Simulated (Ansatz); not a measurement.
Reaction (formal exchange of groups at a C–O bond): `COCCC#N` + ethane → `CCCCC#N` + CH₃OH

Gas-phase electronic energies from Ansatz, PBE0-D4/def2-TZVP geometries. CCSD(T)/CBS adds triple-zeta CCSD(T) − MP2 to the extrapolated MP2 energy (def2 sets, frozen cores). This one scheme is used for every species. Functionals use def2-TZVPP. B3LYP here is the variant with VWN-RPA as its local correlation; programs differ in this. Each species was taken in one conformer, which may not be the lowest.

```
             level  ΔE (kJ/mol)  difference from CCSD(T)/CBS
            PBE-D4        -33.0                          8.5
         r2SCAN-D4        -32.9                          8.6
           PBE0-D4        -36.7                          4.8
          B3LYP-D4        -30.7                         10.8
           ωB97X-V        -33.8                          7.7
           ωB97M-V        -35.9                          5.6
            B2PLYP        -33.3                          8.2
               PBE        -32.2                          9.3
            r2SCAN        -32.6                          8.9
              PBE0        -36.0                          5.5
             B3LYP        -29.5                         12.0
     HF/def2-TZVPP        -30.9                         10.6
    MP2/def2-TZVPP        -42.0                         -0.5
SCS-MP2/def2-TZVPP        -38.2                          3.3
   CCSD/def2-TZVPP        -37.6                          3.9
CCSD(T)/def2-TZVPP        -37.3                          4.2
     HF/def2-QZVPP        -31.5                         10.0
    MP2/def2-QZVPP        -44.6                         -3.1
SCS-MP2/def2-QZVPP        -40.9                          0.6
      HF/CBS(def2)        -31.5                         10.0
     MP2/CBS(def2)        -46.2                         -4.7
    CCSD/CBS(def2)        -41.8                         -0.3
       CCSD(T)/CBS        -41.5                            0
```

Largest T1 diagnostic among the species: 0.012.

From PBE to PBE0 (25 % exact exchange), in def2-TZVPP and without D4, ΔE moves by −3.8 kJ/mol. In def2-TZVPP, CCSD(T) changes the Hartree–Fock value by −6.4 kJ/mol (the triples alone add +0.3 kJ/mol) and MP2 by −11.2 kJ/mol.
